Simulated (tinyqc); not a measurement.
The integration grid: Kohn-Sham SCAN on finer and finer grids in the sto-6g basis, for H2O, spin multiplicity 1. Computed by the program tinyqc with PySCF. 

Geometry (angstrom):
```
atom,x,y,z
O,0.0000,0.0000,0.0000
H,0.0000,0.7960,0.6320
H,0.0000,-0.8170,0.6490
```

Self-consistent on each grid; the net force on the molecule should vanish.

Kohn-Sham energy on Becke grids (radial x angular points per atom):
```
grid,points,residual of the electron count,E (hartree),E - finest (mhartree),largest net force without grid terms (hartree/bohr)
10 x 14,416,-1.37e-02,-76.05479,-29.11543,1.16e-01
15 x 26,1163,1.24e-02,-76.02794,-2.26619,8.11e-02
20 x 50,2989,-5.30e-04,-76.03094,-5.26407,1.38e-01
30 x 86,7730,2.68e-04,-76.03070,-5.02303,1.34e-02
50 x 194,29074,-1.58e-06,-76.02750,-1.82498,8.52e-02
75 x 302,67860,-4.70e-08,-76.02496,0.71242,1.06e-01
120 x 590,212169,-9.76e-09,-76.02568,0.00000,1.53e-02
```

The energy is within 0.1 mhartree of the finest grid first at 120 x 590. The error has both signs, since quadrature is not variational. The electron count and the net force are cheap signs of a poor grid.
